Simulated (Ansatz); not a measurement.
Two structures of CH6AlN, closed shell, reached by relaxing down either side of one saddle point (PBE0-D4/def2-TZVP). Energies are electronic, without zero-point energy. Computed with Ansatz 0.2.0 (basis: def2-TZVPP and def2-QZVPP); correlated methods freeze the cores. Extrapolation: Hartree–Fock as exp(−7.88 √X), correlation as X^−2.97. First:

```
9
angstrom
Al -0.7055 -0.1287 -0.0317
N -0.1174 -1.6587 0.6363
H -2.2728 -0.0148 -0.2586
C 0.5519 1.3022 -0.4461
H -0.7051 -2.4413 0.8743
H 0.8459 -1.8768 0.8337
H 1.5871 1.0330 -0.2215
H 0.3142 2.2096 0.1187
H 0.5015 1.5754 -1.5052
```

Second:

```csv
atom,x (Å),y (Å),z (Å)
Al1,-0.7134,-0.0940,-1.3966
N2,-0.5640,-1.2748,0.4992
H3,-1.1505,-0.8330,1.2027
C4,0.5347,1.2315,-0.5258
H5,-0.8831,-2.2309,0.3913
H6,0.3852,-1.2874,0.8632
H7,1.5169,0.7770,-0.3233
H8,0.1530,1.5996,0.4383
H9,0.7208,2.1120,-1.1491
```

Question: Which bonds change from the first to the second?

Answer: CH₆AlN ([CH3][AlH][NH2]) → CH₃Al ([CH3][Al]) + NH₃ (still joined by a long Al–N bond); bonds formed: N2–H3; bonds broken: Al1–H3; bonds weakened to dative contacts: Al1–N2.

Question: Give the saddle point's structure and its height above each. (Judge from chemistry; the value comes from the calculation.)

Answer: By the calculation: 72.23 kcal/mol above the first and 35.45 kcal/mol above the second (CCSD(T) at an estimated basis limit (MP2 extrapolated from triple and quadruple zeta, plus CCSD(T) − MP2 in triple zeta)).
Al1  (-0.766, -0.062, -0.701)
N2  (-0.384, -1.416, 0.589)
H3  (-1.716, -0.871, 0.474)
C4  (0.621, 1.329, -0.577)
H5  (-0.708, -2.357, 0.398)
H6  (0.242, -1.435, 1.399)
H7  (1.620, 0.885, -0.652)
H8  (0.550, 1.816, 0.404)
H9  (0.538, 2.111, -1.335)
(Å)

T1 diagnostic: at most 0.016. The restricted Hartree–Fock reference is unstable towards an unrestricted one at one or more of these structures. A large double-excitation amplitude points to some diradical character; no triplet was computed.

Labels in which every atom is bracketed show which atoms are joined, not bond orders.

For scale, one of the runs: CCSD(T)/def2-TZVPP, 188 basis functions, launched by `ansatz run in.yaml --threads 2 --pin off --events-out ev --progress --plain --max-ram 4352MiB`. The run took 14 s on 2 CPU threads of an Intel Xeon 6975P-C (shared host), with 2 GiB of host memory at its peak.
